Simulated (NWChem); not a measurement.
# One shape, several levels: C2H5Mg (SMILES C[CH2][Mg])

Aim: a comparison of 4 runs (UHF/STO-3G, UHF/3-21G, UB3LYP/6-31G*) of C2H5Mg. 

Program for the calculation: NWChem 7.3.0.

**1. The molecule**

C2H5Mg: 8 atoms, total charge 0, spin state doublet. SMILES: `C[CH2][Mg]`. The coordinates come from a PBE0-D4/def2-TZVP relaxation.

Bond lengths: C1–C2 1.523 Å, C2–Mg3 2.144 Å, C1–H4 1.098 Å, C1–H5 1.094 Å, C1–H6 1.094 Å, C2–H7 1.097 Å, C2–H8 1.096 Å. Some angles: C1–C2–Mg3 115.2°, C1–C2–H7 111.1°, C1–C2–H8 111.1°, Mg3–C2–H7 106.2°, Mg3–C2–H8 106.2°, C2–C1–H4 112.4°, C2–C1–H5 112.1°, C2–C1–H6 112.1°, H7–C2–H8 106.5°, H4–C1–H5 106.6°.

**2. Energy and forces at UHF/STO-3G (run 1)**

Contents of test.nw:

```
start test
title "C2H5Mg hf"
memory 2200 mb
geometry units angstrom noautosym nocenter noautoz
  C     -0.504000     0.584100    -0.268400
  C      0.312100    -0.638400     0.131900
  Mg     2.136000    -0.216800     1.176100
  H     -1.426400     0.315800    -0.799200
  H      0.054600     1.252400    -0.931000
  H     -0.804700     1.179700     0.599100
  H      0.592000    -1.230700    -0.747400
  H     -0.267500    -1.303400     0.783000
end
basis spherical bse
  * library STO-3G
end
scf
  nopen 1
  uhf
  thresh 1e-08
  maxiter 80
end
task scf gradient
```

On the command line:

```
$ nwchem test.nw > test.out
```

The program printed:

```text
[...]
  functions       =    24
[...]
  wavefunction    = UHF
[...]
         Total SCF energy =   -274.755401244713
      One electron energy =   -536.012392729690
      Two electron energy =    184.449321113186
 Nuclear repulsion energy =     76.807670371790
                       Sz =      0.5000
                 Sz(Sz+1) =      0.7500
                      S^2 =      0.7575
[...]
                         UHF ENERGY GRADIENTS
    atom               coordinates                        gradient
                 x          y          z           x          y          z
   1 C      -0.952422   1.103789  -0.507202    0.015145  -0.005176   0.008246
   2 C       0.589783  -1.206401   0.249255   -0.054194   0.011241  -0.029801
   3 Mg      4.036455  -0.409693   2.222507    0.028598   0.004938   0.016291
   4 H      -2.695505   0.596775  -1.510269   -0.003499  -0.005154  -0.002214
   5 H       0.103179   2.366693  -1.759335    0.001977   0.003588  -0.002942
   6 H      -1.520663   2.229310   1.132135   -0.001617   0.003283   0.003479
   7 H       1.118718  -2.325686  -1.412381    0.009940  -0.006114  -0.002147
   8 H      -0.505502  -2.463069   1.479655    0.003649  -0.006604   0.009090
[...]
```

Wall time 2.5 s (1 thread of Intel Xeon Platinum 8259CL at 2.50GHz (Skylake/Cascade Lake), shared host); peak memory 0.1 GiB.

**3. Energy and gradient at UHF/3-21G (run 2)**

Contents of struct.nw:

```
start struct
memory total 2200 mb

geometry units angstroms noautosym nocenter noautoz
  C     -0.504000     0.584100    -0.268400
  C      0.312100    -0.638400     0.131900
  Mg     2.136000    -0.216800     1.176100
  H     -1.426400     0.315800    -0.799200
  H      0.054600     1.252400    -0.931000
  H     -0.804700     1.179700     0.599100
  H      0.592000    -1.230700    -0.747400
  H     -0.267500    -1.303400     0.783000
end

basis spherical bse
  * library 3-21G
end

scf
  doublet
  uhf
  thresh 1e-08
  maxiter 80
end

task scf gradient
```

On the command line:

```
$ nwchem struct.nw > struct.out
```

The program printed:

```text
[...]
  functions       =    41
[...]
  wavefunction    = UHF
[...]
         Total SCF energy =   -276.647549079080
      One electron energy =   -535.607251986027
      Two electron energy =    182.152032535157
 Nuclear repulsion energy =     76.807670371790
                       Sz =      0.5000
                 Sz(Sz+1) =      0.7500
                      S^2 =      0.7667
[...]
                         UHF ENERGY GRADIENTS
    atom               coordinates                        gradient
                 x          y          z           x          y          z
   1 C      -0.952422   1.103789  -0.507202    0.012276  -0.015268   0.006159
   2 C       0.589783  -1.206401   0.249255   -0.010231   0.015936  -0.004917
   3 Mg      4.036455  -0.409693   2.222507   -0.002399  -0.001434  -0.001417
   4 H      -2.695505   0.596775  -1.510269   -0.004554  -0.001023  -0.002610
   5 H       0.103179   2.366693  -1.759335    0.001991   0.003811  -0.002979
   6 H      -1.520663   2.229310   1.132135   -0.001650   0.003502   0.003524
   7 H       1.118718  -2.325686  -1.412381    0.004138  -0.002621  -0.002196
   8 H      -0.505502  -2.463069   1.479655    0.000429  -0.002903   0.004436
[...]
```

Run time: 3.6 s. Hardware: 1 thread of Intel Xeon Platinum 8259CL at 2.50GHz (Skylake/Cascade Lake), shared host; peak memory 0.099 GiB.

Run 3 isn't shown in full; the table further down has it.

**4. Energy and gradient at UB3LYP/6-31G(d) (spherical functions) (run 4)**

Contents of input.nw:

```
start input
memory 2200 mb

geometry units angstrom noautosym nocenter noautoz
 C       -0.504000       0.584100      -0.268400
 C        0.312100      -0.638400       0.131900
 Mg       2.136000      -0.216800       1.176100
 H       -1.426400       0.315800      -0.799200
 H        0.054600       1.252400      -0.931000
 H       -0.804700       1.179700       0.599100
 H        0.592000      -1.230700      -0.747400
 H       -0.267500      -1.303400       0.783000
end

basis spherical bse
 C library 6-31G*
 Mg library 6-31G*
 H library 6-31G*
end

dft
 xc b3lyp
 mult 2
 grid xfine
 convergence energy 1e-08
 iterations 100
 mulliken
 print medium
end

task dft gradient
```

On the command line:

```
$ nwchem input.nw > input.out
```

The program printed:

```text
[...]
          Wavefunction type:  spin polarized.
          No. of atoms     :     8
          No. of electrons :    29
[...]
          Charge           :     0
          Spin multiplicity:     2
[...]
          AO basis - number of functions:    56
[...]
              XC Information
              --------------
                         B3LYP Method XC Potential
                     Hartree-Fock (Exact) Exchange  0.200
                        Slater Exchange Functional  0.800 local
                    Becke 1988 Exchange Functional  0.720 non-local
              Lee-Yang-Parr Correlation Functional  0.810
                  VWN I RPA Correlation Functional  0.190 local
[...]
 d= 0,ls=0.0,diis     1   -279.2303913904 -3.56D+02  8.94D-03  4.71D-02     4.8
[...]
 d= 0,ls=0.0,diis    12   -279.2609897100 -5.27D-10  9.95D-08  7.92D-12    51.3
[...]
         Total DFT energy =     -279.260989709985
      One electron energy =     -537.541464927546
           Coulomb energy =      210.713774862591
    Exchange-Corr. energy =      -29.240970016820
 Nuclear repulsion energy =       76.807670371790
[...]
      Total Density - Mulliken Population Analysis
     ---------------------------------------------
    Atom       Charge   Shell Charges
 -----------   ------   -------------------------------------------------------
    1 C    6     6.43   2.00  0.67  2.11  0.62  0.99  0.04
    2 C    6     6.48   2.00  0.66  2.05  0.66  1.09  0.03
    3 Mg  12    11.79   2.00  2.00  5.96  0.80  0.36  0.53  0.10  0.04
    4 H    1     0.86   0.53  0.34
    5 H    1     0.86   0.53  0.33
    6 H    1     0.86   0.53  0.33
    7 H    1     0.86   0.52  0.33
    8 H    1     0.86   0.52  0.33
[...]
      <S2> =      0.7561 (Exact =     0.7500)
[...]
  wavefunction    = open shell
                         DFT ENERGY GRADIENTS
    atom               coordinates                        gradient
                 x          y          z           x          y          z
   1 C      -0.952422   1.103789  -0.507202    0.000994  -0.003012   0.000405
   2 C       0.589783  -1.206401   0.249255    0.000109   0.003363   0.000291
   3 Mg      4.036455  -0.409693   2.222507   -0.003573  -0.000628  -0.002037
   4 H      -2.695505   0.596775  -1.510269    0.002279   0.000829   0.001316
   5 H       0.103179   2.366693  -1.759335   -0.001024  -0.001400   0.001564
   6 H      -1.520663   2.229310   1.132135    0.000861  -0.001241  -0.001776
   7 H       1.118718  -2.325686  -1.412381   -0.000636   0.000960   0.001552
   8 H      -0.505502  -2.463069   1.479655    0.000989   0.001130  -0.001316
[...]
```

It took 59 s on 1 thread of Intel Xeon Platinum 8259CL at 2.50GHz (Skylake/Cascade Lake), shared host; peak memory 0.14 GiB.

**5. The series**

| run | level | Cartesian functions | iteration cap | energy (Eh) | dipole moment (D) | HOMO energy (eV) | LUMO energy (eV) | wall time |
| --- | --- | --- | --- | --- | --- | --- | --- | --- |
| 1 | UHF/STO-3G | no | 80 | -274.755401 | 4.31 | -2.54 | 9.12 | 2.5 s |
| 2 | UHF/3-21G | no | 80 | -276.647549 | 0.83 | -6.70 | 0.92 | 3.6 s |
| 3 | UB3LYP/6-31G* (Cartesian functions) | yes | 100 | -279.263744 | – | – | – | 64 s |
| 4 | UB3LYP/6-31G* (spherical functions) | no | 100 | -279.260990 | 0.19 | -4.32 | -2.18 | 59 s |

**6. Results**

| quantity | value |
| --- | --- |
| run 4: total energy | -279.26099 Eh |
| run 4: dipole moment | 0.19 D |
| run 4: HOMO energy (highest over α and β) | -4.32 eV |
| run 4: LUMO energy (lowest over α and β) | -2.18 eV |
| run 4: ⟨S²⟩ | 0.756 |
| run 4: largest force on an atom | 0.214 eV/Å |

In words: Over runs 1, 2, 4 the dipole moment (its size) runs from 0.19 D (UB3LYP/6-31G*) to 4.31 D (UHF/STO-3G). The two ends differ in method and basis. In run 1 the basis is minimal, so the values are rough. All runs together took 2.1 min, the longest 64 s.
